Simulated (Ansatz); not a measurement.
Series CXY, Y = methyl, computed as singlets and as triplets. All species are isolated molecules in the gas phase. One relaxed conformer stands for each flexible species; it need not be the lowest. Strings in code marks are SMILES.

Quantity: adiabatic spin-state energy, in kJ/mol. The DFT solution of `C[C][AlH2]`, `C[C]C` and `C[C]Cl` is unstable or spin-contaminated; the geometry comes from it. HF references are unrestricted for open shells and restricted for singlets. The restricted reference of `C[C]C`, `C[C]F`, `C[C]Cl`, `C[C]O`, `B[C]C`, `C[C]S` and `C[C][AlH2]` is unstable towards unrestricted orbitals.

Level 1: frozen-core CCSD(T)/cc-pVTZ // B3LYP-D3(BJ)/def2-TZVP (Ansatz, a program for electronic structure)
Level 2: frozen-core CCSDT(Q)/6-31g // B3LYP-D3(BJ)/def2-TZVP (Ansatz)
Level 3: frozen-core CCSD(T)/cc-pVDZ // B3LYP-D3(BJ)/def2-TZVP (Ansatz)
Level 4: PBE/cc-pVTZ // B3LYP-D3(BJ)/def2-TZVP (Ansatz)

```tsv
species	level 1	level 2	level 3	level 4
`C[C][AlH2]`: multiplicity 3 minus multiplicity 1	[?]	-74.2	[?]	-51.5
`C[C]S`: multiplicity 3 minus multiplicity 1	[?]	20.59	72.4	77.0
`C[C]N`: multiplicity 3 minus multiplicity 1	158.0	124.9	152.0	[?]
`C[C]C`: multiplicity 3 minus multiplicity 1	4.47	[?]	-6.90	[?]
`C[C]F`: multiplicity 3 minus multiplicity 1	83.7	37.45	76.3	69.7
`B[C]C`: multiplicity 3 minus multiplicity 1	58.9	41.41	46.3	73.9
`C[C]O`: multiplicity 3 minus multiplicity 1	[?]	84.1	122.9	110.7
`C[C]Cl`: multiplicity 3 minus multiplicity 1	[?]	-4.36	31.55	30.39
```

Problem. Complete the blanks.

Solution. 
- `C[C][AlH2]`: multiplicity 3 minus multiplicity 1, level 1: -57.1
- `C[C][AlH2]`: multiplicity 3 minus multiplicity 1, level 3: -63.3
- `C[C]S`: multiplicity 3 minus multiplicity 1, level 1: 79.9
- `C[C]N`: multiplicity 3 minus multiplicity 1, level 4: 145.8
- `C[C]C`: multiplicity 3 minus multiplicity 1, level 2: -51.1
- `C[C]C`: multiplicity 3 minus multiplicity 1, level 4: -5.94
- `C[C]O`: multiplicity 3 minus multiplicity 1, level 1: 128.2
- `C[C]Cl`: multiplicity 3 minus multiplicity 1, level 1: 38.74
